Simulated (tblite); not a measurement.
Compound: C₅H₇S (doublet state).
Atom-mapped SMILES: `[CH2:1][CH2:2][C:3](=[S:4])[CH:5]=[CH2:6]` (hydrogens: H7, H8 on C1; H9, H10 on C2; H11 on C5; H12, H13 on C6)

Cartesian coordinates in Å at the GFN2-xTB level; atoms count from 1:
```xyz
13
C5H7S angstrom
C      2.269    0.178   -0.523
C      0.827    0.396   -0.411
C     -0.005   -0.774    0.016
S      0.665   -2.231    0.375
C     -1.434   -0.623    0.123
C     -2.142    0.483   -0.117
H      2.904    0.986   -0.833
H      2.700   -0.776   -0.293
H      0.435    0.763   -1.372
H      0.636    1.219    0.295
H     -1.950   -1.523    0.432
H     -3.213    0.487   -0.006
H     -1.696    1.414   -0.425
```

All values are computed: GFN2-xTB (tblite) harmonic vibrations without scaling, gas phase. This tight-binding method is rough: wavenumbers can miss measured ones by several per cent, in bad cases by 10 to 20. One conformer, not necessarily the lowest. Open shells enter through the occupations alone, without spin polarisation, and single modes of such species can be off by tens of per cent.

Harmonic wavenumbers (cm⁻¹): 57.9, 90.0, 152.0, 216.8, 269.2, 323.5, 428.8, 501.9, 518.4, 610.8, 707.4, 797.8, 885.7, 935.3, 995.4, 1005.0, 1058.5, 1128.3, 1179.5, 1215.1, 1303.3, 1310.6, 1365.0, 1375.0, 1410.8, 1621.7, 2826.2, 2871.2, 3067.2, 3109.1, 3133.0, 3135.5, 3185.6.

A = 3788, B = 2438, C = 1497 MHz; mass 99.027 u (most abundant isotopes); point group Cs, symmetry number 1; spin multiplicity 2.

Problem. What is the zero-point energy?

Solution. ½Σν̃ = 21396 cm⁻¹ = 61.17 kcal/mol.

Problem. Give the ideal-gas entropy at 298.15 K and 1 bar in the rigid-rotor, harmonic-oscillator model (classical rotation).

Solution. Translation 39.72, rotation 27.54, vibration 19.57, spin (R ln 2) 1.38: S = 88.2 cal/(mol K).

Problem. And Cp and H(298.15 K) − H(0)?

Solution. Cp = 28.69 cal/(mol K), of which vibrations give 20.74 (their classical limit is 33 R = 65.6); H(298.15 K) − H(0) = 5.49 kcal/mol without the zero-point energy, 3.12 from vibrations.

Problem. How do the functions run with temperature in this model?

Solution. 
```
 T (K)  S (cal/(mol K))  Cp (cal/(mol K))  H − H(0) (kcal/mol)  G − H(0) (kcal/mol)  ln q(vib)
    50             56.4              11.4                 0.46                -2.35       0.30
   100             65.5              15.2                 1.13                -5.42       1.09
373.15             95.2              33.5                 7.82               -27.69       5.90
   500            106.0              40.5                12.54               -40.46       8.11
   750            124.4              50.0                23.95               -69.33      12.29
  1000            139.7              56.2                37.28              -102.40      16.15
```

q(vib) and H(0) count from the zero-point level.

Problem. What must be added to the electronic energy to get the Gibbs energy at 298.15 K and 1 bar?

Solution. ZPE + [H(298.15 K) − H(0)] − T·S = 61.17 + 5.49 − 26.30 = 40.36 kcal/mol.

Problem. Which modes carry the vibrational entropy at 298.15 K?

Solution. 57.9 cm⁻¹: 4.53; 90.0 cm⁻¹: 3.66; 152.0 cm⁻¹: 2.65; 216.8 cm⁻¹: 1.99; 269.2 cm⁻¹: 1.60; 323.5 cm⁻¹: 1.29 cal/(mol K); the other 27 give 3.86 together.

Problem. Blend soft modes into free rotors: weight 1/[1 + (100 cm⁻¹/ν̃)⁴] for the oscillator and the rest for a rotor with moment μB/(μ + B), μ = h/(8π²ν), B = 10⁻⁴⁴ kg m². What vibrational entropy results?

Solution. 18.11 cal/(mol K) in place of 19.57, which changes −T·S at 298.15 K by +0.43 kcal/mol.

Hindered rotation and anharmonicity are outside this model. Other conformers, if any are populated, would add a mixing term that is left out.
